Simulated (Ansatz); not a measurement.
Cohesive energy (eV/atom) along a series of related solids, from PBEsol in Ansatz (PAW); revPBE in Ansatz (plane waves, PAW).

```tsv
solid	PBEsol	revPBE	measured
hcp Sc	4.54	3.79	3.93
hcp Ti	5.83	4.86	4.88
bcc Fe	5.67	4.39	4.32
hcp Co	5.84	4.50	4.47
fcc Ni	5.47	?	4.48
fcc Cu	4.08	3.12	3.52
```

Problem. Estimate the withheld revPBE value from the other rows.

Solution. One way: carry over the typical difference. The differences revPBE − PBEsol of the other rows, in order: -1.34, -1.28, -0.97, -0.96, -0.75; median -0.97. fcc Ni: 5.47 + (-0.97) = 4.50 eV/atom; the run gives 4.27 eV/atom. The differences spread from -1.34 to -0.75, so such an estimate is rough.

revPBE less measured, from the printed values: hcp Sc -0.14 eV/atom, hcp Ti -0.02 eV/atom, bcc Fe +0.07 eV/atom, hcp Co +0.03 eV/atom, fcc Ni -0.21 eV/atom, fcc Cu -0.40 eV/atom.

A member of the series is missing where a level wasn't run or failed, where a doubt is noted on the run or the magnetic state, for phases of high temperature or layered ones, and where values are held back for tests. The withheld row was drawn at random.

Ansatz's runs of these crystals have no spin polarisation, but for bcc Fe, hcp Co, fcc Ni.

Density-functional runs with spin start from parallel moments for bcc Fe, parallel moments for hcp Co, parallel moments for fcc Ni.

Free atoms are spin-polarised, in the lowest state found; at levels without +SOC their spin–orbit coupling is left out. Each level is taken at its own relaxed cell. Ansatz's density-functional and Hartree–Fock values are scalar-relativistic unless marked +SOC, with PAW data made under PBE.

Measured values are for low temperature or corrected to a static lattice. References as tabulated in Mejia-Rodriguez and Trickey (2018), arXiv:1807.09216; Jana et al. (2018), arXiv:1807.00350; Harl et al. (2010), doi:10.1103/physrevb.81.115126.

Ansatz is a program for electronic structure.
